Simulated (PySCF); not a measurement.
**One molecule, many functionals**

C2H3N3.
SMILES: `c1nc[nH]n1`

Linear-response calculations in the def2-SVPD basis (PySCF; singlets by full response, triplets Tamm–Dancoff, core orbitals frozen in the response; HF means time-dependent Hartree–Fock). 'Strongest' is the level of largest summed f among the singlets computed (10 roots, of which the last may lack a degenerate partner); it can jump between rows when another state enters that window. S1 is the lowest singlet of each run and needn't be the same state throughout; f(S1) is that of one state. Isolated species at its PBE0-D3(BJ)/def2-SVP geometry, gas phase.

```json
{"functional": "LDA", "kind": "LDA", "S1 (eV)": "5.54", "f(S1)": "0.003", "strongest (eV)": "6.93", "T1 (eV)": "5.17", "HOMO (eV)": "-6.72", "gap (eV)": "5.39", "ionisation energy, ΔSCF (eV)": "10.49"}
{"functional": "B3LYP", "kind": "global hybrid, 20% exact exchange", "S1 (eV)": "6.20", "f(S1)": "0.004", "strongest (eV)": "7.09", "T1 (eV)": "4.89", "HOMO (eV)": "-7.75", "gap (eV)": "7.43", "ionisation energy, ΔSCF (eV)": "10.35"}
{"functional": "PBE0", "kind": "global hybrid, 25% exact exchange", "S1 (eV)": "6.35", "f(S1)": "0.005", "strongest (eV)": "8.58", "T1 (eV)": "4.88", "HOMO (eV)": "-7.96", "gap (eV)": "7.92", "ionisation energy, ΔSCF (eV)": "10.31"}
{"functional": "BHandHLYP", "kind": "global hybrid, 50% exact exchange", "S1 (eV)": "6.92", "f(S1)": "0.007", "strongest (eV)": "8.83", "T1 (eV)": "4.73", "HOMO (eV)": "-8.93", "gap (eV)": "9.99", "ionisation energy, ΔSCF (eV)": "10.11"}
{"functional": "CAM-B3LYP", "kind": "range-separated hybrid", "S1 (eV)": "6.52", "f(S1)": "0.006", "strongest (eV)": "8.62", "T1 (eV)": "4.86", "HOMO (eV)": "-9.31", "gap (eV)": "10.41", "ionisation energy, ΔSCF (eV)": "10.37"}
{"functional": "wB97X-D", "kind": "range-separated hybrid", "S1 (eV)": "6.51", "f(S1)": "0.005", "strongest (eV)": "8.66", "T1 (eV)": "4.99", "HOMO (eV)": "-9.84", "gap (eV)": "11.63", "ionisation energy, ΔSCF (eV)": "10.33"}
{"functional": "LC-wPBE", "kind": "range-separated hybrid", "S1 (eV)": "6.71", "f(S1)": "0.006", "strongest (eV)": "8.80", "T1 (eV)": "4.84", "HOMO (eV)": "-10.70", "gap (eV)": "12.99", "ionisation energy, ΔSCF (eV)": "10.43"}
{"functional": "HF", "kind": "Hartree–Fock", "S1 (eV)": "7.42", "f(S1)": "0.128", "strongest (eV)": "9.26", "T1 (eV)": "4.27", "HOMO (eV)": "-10.32", "gap (eV)": "12.95", "ionisation energy, ΔSCF (eV)": "not settled"}
```

What does PBE (GGA) give?

S1 (eV) 5.64, f(S1) 0.003, strongest (eV) 6.91, T1 (eV) 4.98, HOMO (eV) -6.58, gap (eV) 5.50, ionisation energy, ΔSCF (eV) 10.27. S1 runs from 5.54 eV (LDA) to 7.42 eV (HF), a spread of 1.88 eV, while the orbital gap spreads over 7.6 eV. Along PBE (0%), B3LYP (20%), PBE0 (25%), BHandHLYP (50%), HF (100%) S1 rises with the share of exact exchange. −ε(HOMO) comes closest to its own ΔSCF ionisation energy with LC-wPBE (+0.27 eV) and misses most with LDA (-3.77 eV). 'Not settled' means that the ion's SCF failed to converge or may have ended in another state than the lowest.
